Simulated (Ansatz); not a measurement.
Geometry optimisation, RKS PBE-D4/cc-pVDZ in Ansatz 0.2.0.

input.yaml

```yaml
crystal:
  periodic: [false, false, false]
  atoms:
    - { symbol: B, position_ang: [0.058071, 0.307664, -0.02394] }
    - { symbol: H, position_ang: [-0.062847, 0.361081, 1.173251] }
    - { symbol: H, position_ang: [1.102878, 0.454278, -0.623926] }
    - { symbol: F, position_ang: [-1.081448, 0.210396, -0.741817] }
    - { symbol: O, position_ang: [0.199559, -2.174153, 0.72352] }
    - { symbol: H, position_ang: [-0.691561, -2.357304, 0.361488] }
    - { symbol: H, position_ang: [-0.002853, -1.489462, 1.415623] }
basis:
  gaussian: { orbitals: cc-pVDZ }
hamiltonian:
  xc: pbe
  dispersion: d4
relax:
  f_tol: 0.03
  max_steps: 50
```

Run as:

```bash
$ ansatz run input.yaml --threads 1 --pin off --max-ram 2048MiB --backend cpu --events-out ev --progress --plain --runs-dir out
```

Where does it end, and by what steps?

The forces met the threshold. The force dipped under the threshold on the way, but the program's further checks kept it going. After 23 steps the energy has fallen by 0.414 eV; H6 moved furthest, 0.76 Å. Joined: B1–O5.

```csv
step,energy less start (eV),largest force component (eV/Å),accepted
0,0.0000,0.754,yes
1,-0.0561,1.654,yes
2,-0.1791,1.738,yes
3,-0.3115,1.470,yes
4,-0.3769,0.493,yes
5,-0.3780,0.339,yes
6,-0.3763,0.426,no
7,-0.3989,0.089,yes
8,-0.4026,0.226,yes
9,-0.4020,0.147,no
10,-0.4071,0.063,yes
11,-0.4091,0.036,yes
12,-0.4104,0.035,yes
13,-0.3946,0.773,no
14,-0.4117,0.020,yes
15,-0.4108,0.262,no
16,-0.4122,0.016,yes
17,-0.4125,0.075,yes
18,-0.4126,0.115,yes
19,-0.4130,0.063,yes
20,-0.4135,0.006,yes
21,-0.4137,0.074,yes
22,-0.4138,0.030,yes
23,-0.4139,0.007,yes
```

```xyz
7
Properties=species:S:1:pos:R:3
B 0.045 0.044 0.121
H 0.190 0.668 1.166
H 0.934 0.035 -0.721
F -1.257 0.023 -0.386
O 0.204 -1.596 0.739
H -0.060 -2.169 -0.014
H -0.534 -1.693 1.380
```

Whether the end is a true minimum wasn't checked by a vibrational analysis.

Run time: 32 s on 1 thread of Arm Neoverse V1, on a shared host, peak memory 0.12 GiB.
